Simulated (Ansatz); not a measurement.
# Worked example: correlation energy of Si2, quintet

Geometry: that of the Si2, triplet, kept fixed. The singlet lies 0.9 eV lower here.

```xyz
2

Si    0.0000    0.0000    0.0000
Si    0.0000    0.0000    2.2547
```

Basis cc-pVDZ; Ansatz 0.2.0. Only valence electrons are correlated (noble-gas cores frozen), which leaves 8 electrons in 26 orbitals. R marks a restricted (for open shells ROHF) determinant, U an unrestricted one.

Full CI is exact within this basis and frozen core; it isn't the basis-set limit. The frozen core follows each run's orbitals, which can shift R against U totals by a few meV.

Runs differ by some tens of microhartree through their thresholds and, for an open shell, their frozen cores, so steps under 0.1 kcal/mol mean nothing.

```json
{"level": "UHF", "total energy (hartree)": "-577.723438"}
{"level": "UMP2", "total energy (hartree)": "-577.840388"}
{"level": "UCCSD", "total energy (hartree)": "-577.870665"}
{"level": "UCCSD(T)", "total energy (hartree)": "-577.876777"}
{"level": "UCCSDT", "total energy (hartree)": "-577.878231"}
{"level": "UCCSDT(Q)", "total energy (hartree)": "-577.878684"}
{"level": "UCCSDTQ", "total energy (hartree)": "-577.878742"}
{"level": "full CI", "total energy (hartree)": "-577.878758"}
```

Problem. What is the correlation energy at full CI, and what share of it do UMP2 and UCCSDT recover?

Solution. E(corr) = -577.878758 − (-577.723438) = -0.155320 hartree = -4.226 eV. UMP2: -0.116950 / -0.155320 = 75.30 %. UCCSDT: -0.154793 / -0.155320 = 99.66 %.

Problem. By how many kcal/mol does UCCSD(T) miss full CI (1 hartree = 627.509 kcal/mol), and which steps make up the rest?

Solution. -577.876777 − (-577.878758) = 0.001981 hartree = 1.24 kcal/mol. Steps: UCCSDT − UCCSD(T) = -0.91, UCCSDT(Q) − UCCSDT = -0.28, UCCSDTQ − UCCSDT(Q) = -0.04, full CI − UCCSDTQ = -0.01 kcal/mol. Differences between like states or geometries often cancel part of this.
